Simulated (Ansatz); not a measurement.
C2H3B (SMILES B1=CC1), singlet: a trajectory.

in.yaml

```yaml
crystal:
  periodic: [false, false, false]
  atoms:
    - {symbol: B, position_ang: [-1.238590, -0.037330, -0.163050]}
    - {symbol: C, position_ang: [-0.247690, -0.961450, -0.124580]}
    - {symbol: C, position_ang: [0.067670, 0.671120, 0.073290]}
    - {symbol: H, position_ang: [0.374730, -1.821570, -0.126770]}
    - {symbol: H, position_ang: [0.635760, 1.159890, -0.713940]}
    - {symbol: H, position_ang: [0.408130, 0.989350, 1.055060]}
basis:
  gaussian: {orbitals: def2-SVP}
hamiltonian: {xc: pbe0, dispersion: d4}
md: {n_steps: 25, timestep: 1.0, temperature: 20000, ensemble: nvt_langevin, seed: 938, friction: 0.01, initial_velocities: maxwell_boltzmann}
```

Run by:

```bash
ansatz run in.yaml --threads 2 --pin off --events-out ev --progress --plain --max-ram 3481MiB
```

Output of Ansatz 0.2.0:

```
Functional definition: PBE0
  name "PBE0"
  cite "Adamo & Barone, J. Chem. Phys. 110, 6158 (1999) doi:10.1063/1.478522"
  cite "Perdew, Burke & Ernzerhof, Phys. Rev. Lett. 77, 3865 (1996) doi:10.1103/PhysRevLett.77.3865"
  parent pbe
  parameter a = 0.25
  parameter kappa = 0.804
  parameter beta = 0.06672455060314922
  exchange = (1 - a)*pbe_x(kappa = kappa, mu = beta*pi^2/3) + a*exact_x
  correlation = pbe_c(beta = beta)
658 factors; integrals over basis functions are off by at most 3.3e-4 eV
mean field evaluation 1: about -2781.5947 eV, gradient 4.9e1 eV
mean field evaluation 2: about -2762.8741 eV, gradient 9.1e1 eV
mean field evaluation 4: about -2788.2355 eV, gradient 4.1e0 eV
mean field evaluation 8: about -2788.2791 eV, gradient 1.7e-1 eV
mean field -2788.27913439 eV, -102.4673682252 hartree, gradient 5.7e-5 eV, S^2 0.000000; 0 other end points of the search recorded, 0 dependent functions left out
the calculation of the forces begins
reference -2788.27915627 eV, -102.4673690296 hartree; 10, 10 occupied and 47, 47 virtual orbitals, 658 factors
md step     0: t =     0.00 fs  T = 16666.7 K  F+E_penalty+E_count = -2788.34336268 eV  E_kin = 12.926000 eV  (24 SCF iters)
md step     1: t =     1.00 fs  T = 14586.8 K  F+E_penalty+E_count = -2787.03300227 eV  E_kin = 11.312955 eV  (33 SCF iters, 7 dispersion substeps)
md step     2: t =     2.00 fs  T = 12858.5 K  F+E_penalty+E_count = -2784.50641700 eV  E_kin = 9.972506 eV  (35 SCF iters, 7 dispersion substeps)
md step     3: t =     3.00 fs  T = 11136.3 K  F+E_penalty+E_count = -2782.04622191 eV  E_kin = 8.636837 eV  (38 SCF iters, 7 dispersion substeps)
md step     4: t =     4.00 fs  T = 10393.2 K  F+E_penalty+E_count = -2780.01066244 eV  E_kin = 8.060561 eV  (40 SCF iters, 7 dispersion substeps)
md step     5: t =     5.00 fs  T =  8124.3 K  F+E_penalty+E_count = -2778.56708980 eV  E_kin = 6.300897 eV  (39 SCF iters, 7 dispersion substeps)
md step     6: t =     6.00 fs  T =  6957.0 K  F+E_penalty+E_count = -2777.71527782 eV  E_kin = 5.395607 eV  (40 SCF iters, 7 dispersion substeps)
md step     7: t =     7.00 fs  T =  7817.5 K  F+E_penalty+E_count = -2777.47627183 eV  E_kin = 6.062964 eV  (41 SCF iters, 7 dispersion substeps)
md step     8: t =     8.00 fs  T =  9221.4 K  F+E_penalty+E_count = -2777.66019955 eV  E_kin = 7.151776 eV  (48 SCF iters, 7 dispersion substeps)
md step     9: t =     9.00 fs  T = 11530.5 K  F+E_penalty+E_count = -2777.82556818 eV  E_kin = 8.942604 eV  (48 SCF iters, 7 dispersion substeps)
md step    10: t =    10.00 fs  T =  9582.9 K  F+E_penalty+E_count = -2777.42640221 eV  E_kin = 7.432128 eV  (47 SCF iters, 7 dispersion substeps)
md step    11: t =    11.00 fs  T =  8227.5 K  F+E_penalty+E_count = -2775.83203146 eV  E_kin = 6.380918 eV  (39 SCF iters, 7 dispersion substeps)
md step    12: t =    12.00 fs  T = 11171.6 K  F+E_penalty+E_count = -2776.94847700 eV  E_kin = 8.664244 eV  (30 SCF iters, 7 dispersion substeps)
md step    13: t =    13.00 fs  T = 10584.6 K  F+E_penalty+E_count = -2778.16242029 eV  E_kin = 8.209030 eV  (39 SCF iters, 7 dispersion substeps)
md step    14: t =    14.00 fs  T = 10395.1 K  F+E_penalty+E_count = -2777.89885108 eV  E_kin = 8.061986 eV  (40 SCF iters, 7 dispersion substeps)
md step    15: t =    15.00 fs  T =  8718.4 K  F+E_penalty+E_count = -2777.40626513 eV  E_kin = 6.761659 eV  (41 SCF iters, 7 dispersion substeps)
md step    16: t =    16.00 fs  T =  8717.9 K  F+E_penalty+E_count = -2777.21518348 eV  E_kin = 6.761251 eV  (41 SCF iters, 7 dispersion substeps)
md step    17: t =    17.00 fs  T =  9721.4 K  F+E_penalty+E_count = -2777.57293097 eV  E_kin = 7.539565 eV  (39 SCF iters, 7 dispersion substeps)
md step    18: t =    18.00 fs  T = 10324.0 K  F+E_penalty+E_count = -2778.41649917 eV  E_kin = 8.006874 eV  (38 SCF iters, 7 dispersion substeps)
md step    19: t =    19.00 fs  T =  9792.5 K  F+E_penalty+E_count = -2779.30468996 eV  E_kin = 7.594676 eV  (38 SCF iters, 7 dispersion substeps)
md step    20: t =    20.00 fs  T = 11433.4 K  F+E_penalty+E_count = -2779.75103881 eV  E_kin = 8.867269 eV  (37 SCF iters, 7 dispersion substeps)
md step    21: t =    21.00 fs  T = 11779.4 K  F+E_penalty+E_count = -2779.32090795 eV  E_kin = 9.135594 eV  (35 SCF iters, 7 dispersion substeps)
md step    22: t =    22.00 fs  T = 10664.2 K  F+E_penalty+E_count = -2778.89364509 eV  E_kin = 8.270706 eV  (36 SCF iters, 7 dispersion substeps)
md step    23: t =    23.00 fs  T = 11197.8 K  F+E_penalty+E_count = -2779.31601862 eV  E_kin = 8.684584 eV  (41 SCF iters, 7 dispersion substeps)
md step    24: t =    24.00 fs  T =  9739.1 K  F+E_penalty+E_count = -2779.16497363 eV  E_kin = 7.553244 eV  (35 SCF iters, 7 dispersion substeps)
the trajectory goes on in another electronic state from step 25 on, where its energy jumps by -2.987 meV, which the conserved energy leaves out
md step    25: t =    25.00 fs  T =  9845.8 K  F+E_penalty+E_count = -2778.81163644 eV  E_kin = 7.636011 eV  (98 SCF iters, 7 dispersion substeps)
Total energy: -2778.81166665 eV, -102.1194452032 hartree
Atom 0 at    -0.805935    -0.430411    -0.410097 Å, force     0.108077    11.322019    -0.811852 eV/Å
Atom 1 at    -0.649837    -1.478026     0.352893 Å, force     2.155859    -6.217934     1.445958 eV/Å
Atom 2 at    -0.298585     0.987385     0.256311 Å, force    -2.624081    -5.555596    -2.854148 eV/Å
Atom 3 at     0.118154    -1.777804    -0.603241 Å, force    -0.649598    -0.047609     2.056468 eV/Å
Atom 4 at     0.450460     6.450527     0.347638 Å, force    -0.010467    -0.057214     0.002047 eV/Å
Atom 5 at     0.574575     1.567791     0.462130 Å, force     1.020210     0.556334     0.161527 eV/Å
Dipole moment:     0.275921     0.063090    -0.290686 e Å

[the SCF lines of later steps are left out]
```

The lines “mean field evaluation” count trial sets of orbitals through the whole run, from several starts and some on an approximate energy, so they need not fall steadily or lie above the final value.

The run took about 81 s on 2 CPU threads of an Intel Xeon (shared host).


The run ended normally. The set temperature is far above any at which the molecule holds together: the atoms start with that much kinetic energy, which flows into stretching the bonds.